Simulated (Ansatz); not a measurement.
`C#CC1C=C1C` and `CC1=CC1F` differ in one atom or group.

Ansatz, PBE0-D4/def2-TZVP geometries, multiplicity 1. 

| property | `C#CC1C=C1C` |
| --- | --- |
| LUMO energy (PBE/def2-TZVPP) / eV | -0.93 |
| HOMO–LUMO gap (ωB97M-V/def2-TZVPP) / eV | 11.43 |
| HOMO–LUMO gap (B3LYP/def2-TZVPP) / eV | 6.68 |
| HOMO energy (PBE/def2-TZVPP) / eV | -5.87 |
| HOMO energy (ωB97M-V/def2-TZVPP) / eV | -9.18 |
| HOMO energy (B3LYP/def2-TZVPP) / eV | -6.79 |

Question: Give the same properties after the change, and the shifts. (Estimate.)

Answer: Ansatz gave: 
| property | `CC1=CC1F` | shift |
| --- | --- | --- |
| LUMO energy (PBE/def2-TZVPP) / eV | -0.98 | -0.05 |
| HOMO–LUMO gap (ωB97M-V/def2-TZVPP) / eV | 12.46 | 1.03 |
| HOMO–LUMO gap (B3LYP/def2-TZVPP) / eV | 7.59 | 0.91 |
| HOMO energy (PBE/def2-TZVPP) / eV | -6.58 | -0.71 |
| HOMO energy (ωB97M-V/def2-TZVPP) / eV | -10.20 | -1.02 |
| HOMO energy (B3LYP/def2-TZVPP) / eV | -7.76 | -0.97 |

B3LYP here is the variant with VWN-RPA as its local correlation; programs differ in this.
